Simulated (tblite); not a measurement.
Nitric acid, HNO3.
Z-matrix (Å and degrees, GFN2-xTB geometry), rows numbered from 1:
```
O 
N   1  1.1854
O   2  1.1746  1  130.37
O   2  1.3910  1  115.28  3  -180.00
H   4  0.9726  2  111.02  1     0.16
```

Level: GFN2-xTB in tblite, geometry and Hessian alike; calculated harmonic values, unscaled, isolated species. Errors from tens to a few hundred cm⁻¹ against measured bands are possible. One conformer, not necessarily the lowest.

Harmonic wavenumbers (cm⁻¹): 478.7, 558.4, 670.0, 759.0, 867.9, 1135.2, 1340.2, 1860.5, 3430.3.

A = 13591, B = 12291, C = 6454 MHz; mass 62.996 u (most abundant isotopes); point group Cs, symmetry number 1.

Task: Zero-point energy?

Result: Half the sum of the wavenumbers: 5550 cm⁻¹ = 15.87 kcal/mol.

Task: What is S at 400 K and 1 bar for an ideal gas of classical rigid rotors and harmonic oscillators?

Result: Translation 39.83, rotation 24.09, vibration 3.87: S = 67.8 cal/(mol K).

Task: And Cp and H(400 K) − H(0)?

Result: Cp = 15.30 cal/(mol K), of which vibrations give 7.36 (their classical limit is 9 R = 17.9); H(400 K) − H(0) = 4.27 kcal/mol without the zero-point energy, 1.09 from vibrations.

Task: What must be added to the electronic energy to get the Gibbs energy at 400 K and 1 bar?

Result: ZPE + [H(400 K) − H(0)] − T·S = 15.87 + 4.27 − 27.12 = -6.98 kcal/mol.

Task: Which modes carry the vibrational entropy at 400 K?

Result: 478.7 cm⁻¹: 1.14; 558.4 cm⁻¹: 0.90; 670.0 cm⁻¹: 0.66; 759.0 cm⁻¹: 0.51; 867.9 cm⁻¹: 0.38; 1135.2 cm⁻¹: 0.17 cal/(mol K); the other 3 give 0.11 together.

Task: How do the functions run with temperature in this model?

Result: 
```
 T (K)  S (cal/(mol K))  Cp (cal/(mol K))  H − H(0) (kcal/mol)  G − H(0) (kcal/mol)  ln q(vib)
   150             56.3               8.9                 1.22                -7.23       0.02
   250             61.5              11.6                 2.24               -13.13       0.15
298.15             63.6              12.9                 2.83               -16.15       0.26
   600             74.7              18.5                 7.68               -37.11       1.34
   900             82.7              21.1                13.66               -60.77       2.57
```

q(vib) and H(0) count from the zero-point level.

Other conformers, if any are populated, would add a mixing term that is left out.
